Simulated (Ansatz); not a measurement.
For zinc-blende ZnS, LDA in Ansatz (PAW) gives:

| Item | Value |
|---|---|
| lattice parameter a | 5.296 Å |
| formation enthalpy | -0.845 eV/atom |

Task: What does r²SCAN-D4 in Ansatz (PAW) give for the same quantities?

Result: 
- lattice constant a: 5.368 Å (increases by 1.4 %)
- formation enthalpy: -0.990 eV/atom (moves by -0.145 eV/atom)

For comparison: lattice constant a 5.41 Å (measured, room temperature, no zero-point or thermal correction; as tabulated in Albrecht et al. (1997), arXiv:cond-mat/9706128); formation enthalpy -1.07 eV/atom (measured, 298 K, no zero-point or thermal correction; as tabulated in Zhang et al. (2018), doi:10.1038/s41524-018-0065-z).

Changes are worked out from the printed values.

Unless a cell is named, each level is at its own relaxed cell (LDA 18.57, r²SCAN-D4 19.34 Å³/atom).

Ansatz's density-functional and Hartree–Fock values are scalar-relativistic unless marked +SOC, with PAW data made under PBE.

Ansatz is a program for electronic structure.
